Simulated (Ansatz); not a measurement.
## Equilibrium lattice constant a of some tetrahedrally bonded semiconductors and semimetals

Method: PBE-D3(BJ) (PAW; Ansatz, a program for electronic structure). References are measured values corrected to a static lattice or taken at low temperature (these still hold zero-point motion). The table is a random draw of 8 from 17 solids with such references.

Values in Å.

```json
[
 {"solid": "diamond-structure Ge", "reference": "5.644", "PBE-D3(BJ)": "5.699", "error (%)": "+0.97"},
 {"solid": "zinc-blende InSb", "reference": "6.468", "PBE-D3(BJ)": "6.544", "error (%)": "+1.18"},
 {"solid": "grey tin (α-Sn)", "reference": "6.477", "PBE-D3(BJ)": "6.571", "error (%)": "+1.45"},
 {"solid": "diamond", "reference": "3.553 (3.543–3.555)", "PBE-D3(BJ)": "3.557", "error (%)": "+0.11"},
 {"solid": "zinc-blende GaP", "reference": "5.439", "PBE-D3(BJ)": "5.446", "error (%)": "+0.13"},
 {"solid": "3C-SiC", "reference": "4.346", "PBE-D3(BJ)": "4.349", "error (%)": "+0.07"},
 {"solid": "cubic BN", "reference": "3.593", "PBE-D3(BJ)": "3.607", "error (%)": "+0.39"},
 {"solid": "zinc-blende AlP", "reference": "5.451", "PBE-D3(BJ)": "5.452", "error (%)": "+0.02"}
]
```

Over these 8 solids the mean error is +0.54 %, the mean absolute error 0.54 % (median 0.26 %), and the worst case grey tin (α-Sn) at +1.45 %; the value is too high in 8 of 8 cases. Over all 17, from unrounded values, the mean error is +0.31 % and the mean absolute error 0.52 % (median 0.38 %). Caveats on values not shown: the gap of the solid is closed in this run (1).

All these references are brought to a static lattice.

Spin–orbit coupling is left out, also for the solids with elements from indium on (zinc-blende InSb, grey tin (α-Sn)); its size isn't shown.

Brackets give the range of the sources taken for a reference, where it is wide; it can hold other temperatures.

Differences are worked out from the printed values.

Caveats: the gap of the solid is closed in this run (diamond-structure Ge, zinc-blende InSb). Ansatz's density-functional and Hartree–Fock values are scalar-relativistic unless marked +SOC, with PAW data made under PBE.

Not in this set, of the tetrahedrally bonded semiconductors and semimetals with a reference value in our tables and a result at some level: 22 for a reference at room or unstated temperature; 2 for a high-temperature or high-pressure phase; 1 for a cell known from the COD alone. These can be a level's best or worst cases. At least 6 more with a reference value are held back for tests. Solids without a released value at any level aren't counted. Layered and molecular crystals are counted apart. The metals Ce to Yb are counted apart.

References as tabulated in Mejia-Rodriguez and Trickey (2018), arXiv:1807.09216; Goldzak et al. (2022), arXiv:2208.04865.
